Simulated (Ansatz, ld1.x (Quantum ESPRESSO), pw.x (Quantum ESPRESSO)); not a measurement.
## Equation-of-state test of one TM potential (Ru (Z = 44))

Ru (Z = 44), norm-conserving Troullier–Martins (Kleinman–Bylander form), made with ld1.x (Quantum ESPRESSO) 7.5 (PBEsol, scalar-relativistic). Core [Kr], reference 4d7 5s1 5p0. Waves: 5p (bound, empty): rc 4.20 bohr; 4d (bound): rc 1.35 bohr; 5s (bound): rc 2.55 bohr. Local part: the s channel. Core correction: none.

Atomic tests: cutoffs needed: 55 Ry and 70 Ry (the cutoffs (Ry, on a coarse ladder) from which the occupation-weighted sum of valence levels, in a spherical-Bessel basis at the reference potential, stays within 10 and 1 mRy of its value at 400 Ry); ghost test: no extra level below or beside the all-electron valence levels (p, d, s, f tested) (spherical-Bessel basis up to 400 Ry, 20 bohr box); largest excitation error: -1128 meV (all-electron minus pseudo) for 4d4 5s0 5p0, out of 7 test configurations.

Crystal test: bcc Ru in pw.x 7.5, no spin, 15³ k-points, Fermi–Dirac smearing 0.01 Ry, cutoffs 85/340 Ry. The reference is all-electron LAPW (Ansatz 0.2.0) with the same functional, mesh and smearing; V0 and B0 come from Birch–Murnaghan fits to the pressures at five volumes. Errors are pseudo minus all-electron; Δ is the rms difference of the E(V) curves that follow from these fits, minima aligned, over ±6 % about the mean V0. Mesh and smearing are coarse, so the numbers serve the comparison and aren't converged zero-temperature values; the lattice is a test structure that the element need not adopt.

All-electron: a0 = 3.021 Å (V0 = 13.79 Å³/atom), B0 = 307.4 GPa.

**Question.** How far does the potential miss the all-electron equation of state?

**Answer.** mean pressure error (GPa): +31.55. The pressure does not cross zero within the volumes sampled, so no fit is given. The largest radius (4.20 bohr) exceeds half the bond length (2.47 bohr), so the spheres overlap, which is one possible source of error among others. This is a poor potential for the solid.

```tsv
V (Å³/atom)	P all-electron (GPa)	P pseudo (GPa)
13.080	18.34	56.38
13.424	8.71	43.13
13.768	0.38	31.58
14.112	-6.82	21.52
14.456	-13.03	12.75
```

**Question.** At the middle volume, how do free energy and pressure move when the wave cutoff is lowered (ecutrho kept at four times it)?

**Answer.**

| cutoff (Ry) | shift of F (meV/atom) | shift of P (GPa) |
| --- | --- | --- |
| 38 | +2365.2 | -106.66 |
| 51 | +274.4 | -18.69 |
| 68 | +8.7 | -1.14 |

The run at the middle volume (120 k-points, 7 iterations) took about 16 s on one core of a shared host (Neoverse-V1, 32 threads, 247 GiB, load 24).
